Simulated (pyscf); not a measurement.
Optimised with ωB97X-D3(BJ)/def2-SVP in PySCF.

F–Si(F)(O–SiH₃)–O–SiH₃ (SMILES F[Si](F)(O[SiH3])O[SiH3]) + H₂O (SMILES O) -> HO–Si(F)(O–SiH₃)–O–SiH₃ (SMILES O[Si](F)(O[SiH3])O[SiH3]) + HF (SMILES F)
Surface: singlet. Broken: F–Si, H–O. Formed: O–Si, F–H. Give ΔE‡ and ΔE from ωB97M-D3(BJ)/def2-TZVP, relative to the separated reactants.

ΔE‡ = 21.8 kcal/mol, ΔE = +9.0 kcal/mol. Zero-point energy shifts the barrier by +1.4 kcal/mol. It is a four-centre exchange, with an imaginary mode of 560i cm⁻¹. On the product side the descent ends in a bound adduct, 8.9 kcal/mol under the separated species and 22.2 kcal/mol under the saddle at ωB97X-D3(BJ)/def2-TZVP. One saddle was located; it need not be the lowest between these sides.
